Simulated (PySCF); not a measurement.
**Cl2 at other levels of theory**

What do other methods print for Cl2?

Program: PySCF 2.14.0. Level of theory: each script names its method and basis. These are calculated values, not measurements.

1 further run of the same task is left out (it didn't finish).

## (1) The system as given

Cl2: 2 atoms, charge 0, spin multiplicity 1.

Bond lengths: Cl1–Cl2 1.940 Å.

## (2) The run that the others are compared with

input.py

```python
from pyscf import gto, dft

mol = gto.M(
    atom='Cl 0 0 0; Cl 0 0 1.94',
    basis='sbkjc',
    ecp={'Cl': 'sbkjc'},
    charge=0,
    spin=0,
    verbose=4,
)
mf = dft.RKS(mol, xc='pbesol')
mf.kernel()
mf.stability(internal=True, external=True)
mf.dip_moment()
print('orbital energies (hartree):', mf.mo_energy[..., max(0, mol.nelec[1]-3):mol.nelec[0]+3].round(4))
```

Launch:

```sh
$ OMP_NUM_THREADS=1 python input.py
```

The log of this run is left out.

Base result: E(SCF) = -29.651914 Eh, 6 cycles, μ = 0.00 D, internal stable; real -> complex stable; RHF/RKS -> UHF/UKS stable.

The bond length is a typed value, not an optimised one.

## (3) B3pw91

Variant 1 changes functional: pbesol → b3pw91.

input.py

```python
from pyscf import gto, dft

mol = gto.M(
    atom='Cl 0 0 0; Cl 0 0 1.94',
    basis='sbkjc',
    ecp={'Cl': 'sbkjc'},
    charge=0,
    spin=0,
    verbose=4,
)
mf = dft.RKS(mol, xc='b3pw91')
mf.kernel()
mf.stability(internal=True, external=True)
mf.dip_moment()
print('orbital energies (hartree):', mf.mo_energy[..., max(0, mol.nelec[1]-3):mol.nelec[0]+3].round(4))
```

Launch:

```sh
$ OMP_NUM_THREADS=1 python input.py
```

## (4) Geometry optimisation

Variant 2 changes step after the SCF: stability → optimize.

input.py

```python
from pyscf import gto, dft
from pyscf.geomopt.geometric_solver import optimize

mol = gto.M(
    atom='Cl 0 0 0; Cl 0 0 1.94',
    basis='sbkjc',
    ecp={'Cl': 'sbkjc'},
    charge=0,
    spin=0,
    verbose=4,
)
mf = dft.RKS(mol, xc='pbesol')
mf.kernel()
g = mf.nuc_grad_method()
g.grid_response = True
mol_eq = optimize(g.as_scanner(), maxsteps=30)
print('optimised geometry (angstrom)')
print(mol_eq.tostring('raw'))
print('orbital energies (hartree):', mf.mo_energy[..., max(0, mol.nelec[1]-3):mol.nelec[0]+3].round(4))
```

## (5) Population analysis

Variant 3 changes step after the SCF: stability → analyze.

input.py, as its differences from that of step 2:

```diff
@@ -12,3 +12,3 @@
 mf.kernel()
-mf.stability(internal=True, external=True)
+mf.mulliken_pop()
 mf.dip_moment()
```

## (6) Revtpss

Variant 4 changes functional: pbesol → revtpss.

input.py, as its differences from that of step 2:

```diff
@@ -10,3 +10,3 @@
 )
-mf = dft.RKS(mol, xc='pbesol')
+mf = dft.RKS(mol, xc='revtpss')
 mf.kernel()
```

## (7) Gradient

Variant 5 changes step after the SCF: stability → gradient.

input.py, as its differences from that of step 2:

```diff
@@ -12,3 +12,5 @@
 mf.kernel()
-mf.stability(internal=True, external=True)
+g = mf.nuc_grad_method()
+g.grid_response = True
+g.kernel()
 mf.dip_moment()
```

## (8) SCF alone

Variant 6 changes step after the SCF: stability → none.

input.py, as its differences from that of step 2:

```diff
@@ -12,3 +12,2 @@
 mf.kernel()
-mf.stability(internal=True, external=True)
 mf.dip_moment()
```

Before running it: what results should come out? Wanted: for each run, E(SCF); from base; gap; after the SCF.

As calculated:

```csv
run,E(SCF) (hartree),from base (eV),cycles,gap (eV),after the SCF
base,-29.651914,0,6,3.18,stable
b3pw91,-29.794268,not comparable,6,5.25,stable
geometry optimisation,-29.651914,0.0000,6,3.18,"bond 2.198 Å, -0.718 eV"
population analysis,-29.651914,0.0000,6,3.18,n/a
revtpss,-29.708539,not comparable,6,3.61,stable
gradient,-29.651914,0.0000,6,3.18,n/a
SCF alone,-29.651914,0.0000,6,3.18,n/a
```

SCF columns refer to the geometry typed in the script.

The gap between the frontier levels is 3.2 eV with pbesol (0 % exact exchange) and 5.3 eV with b3pw91 (20 %): exact exchange opens it. A lower total energy from another functional means nothing by itself.
